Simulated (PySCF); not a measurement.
# Gas-phase thermal properties of CHClF2

Method: PySCF energies (xtb for GFN2) plus ideal-gas RRHO corrections (1 bar). Table values come from the NASA 1993 polynomials. 6-31G* has spherical d functions here. All species are closed-shell singlets. B3LYP is the form with VWN-RPA correlation. The harmonic model lacks anharmonicity and excited electronic states, which grow with temperature; levels with a mode under 35 cm⁻¹ are left out. The table's entry may be an old estimate for CHClF2 (not checked at source).

```
level           point group  σ  ZPE (kJ/mol)  S°298 (J/mol/K)  Cp298 (J/mol/K)  S°1000 (J/mol/K)  H1000 − H298 (kJ/mol)
--------------  -----------  -  ------------  ---------------  ---------------  ----------------  ---------------------
table                     -  -             -            280.9             55.9             372.0                   55.4
B3LYP/6-31G*             Cs  1          61.9            281.7             56.1             372.6                   55.2
GFN2-xTB                 Cs  1          55.9            283.9             59.3             378.6                   57.3
HF/6-31G*                Cs  1          68.2            278.9             53.1             366.0                   53.1
PBE/def2-SVP             Cs  1          59.6            282.2             56.9             374.2                   55.9
PBE0/def2-TZVP           Cs  1          61.8            280.9             55.7             371.6                   55.2
```
σ: rotational symmetry number. Electronic degeneracy used: 1. Frequencies are unscaled.
